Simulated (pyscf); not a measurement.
Single points on ωB97X-D3(BJ)/def2-SVP structures (PySCF, gas phase).

Problem. For the elementary gas-phase step water (H₂O) + H₂N–Hf(Cl)(Cl)–Cl -> HO–Hf(Cl)(Cl)–Cl + ammonia (NH₃) (singlet surface; H–O, Hf–N broken, Hf–O, H–N formed), what barrier and reaction energy does ωB97M-D3(BJ)/def2-TZVP give, measured from the separated reactants?

Solution. ΔE‡ = -8.0 kcal/mol, ΔE = -17.2 kcal/mol. Zero-point energy shifts the barrier by +0.7 kcal/mol. It is a four-centre exchange, with an imaginary mode of 785i cm⁻¹. On the reactant side the descent ends in an adduct with a Hf–O contact, 21.1 kcal/mol under the separated species and 11.1 kcal/mol under the saddle at ωB97X-D3(BJ)/def2-TZVP. On the product side the descent ends in an adduct with a Hf–N contact (not fully relaxed), 26.3 kcal/mol under the separated species and 32.6 kcal/mol under the saddle at ωB97X-D3(BJ)/def2-TZVP. At ωB97M-D3(BJ) the saddle lies under the separated reactants, which points to a path from their complex (located at ωB97X-D3(BJ) alone). What is counted as formed (Hf–O) is already present as a longer contact in the reactant adduct; forming that adduct is a step of its own. What is counted as broken (Hf–N) persists as a longer contact in the product adduct; parting that adduct is a step of its own. At ωB97X-D3(BJ) the barrier from the zero used here is -10.0 kcal/mol. One saddle was located; it need not be the lowest between these sides. Elements past Kr carry the def2 core potentials, without spin-orbit coupling.
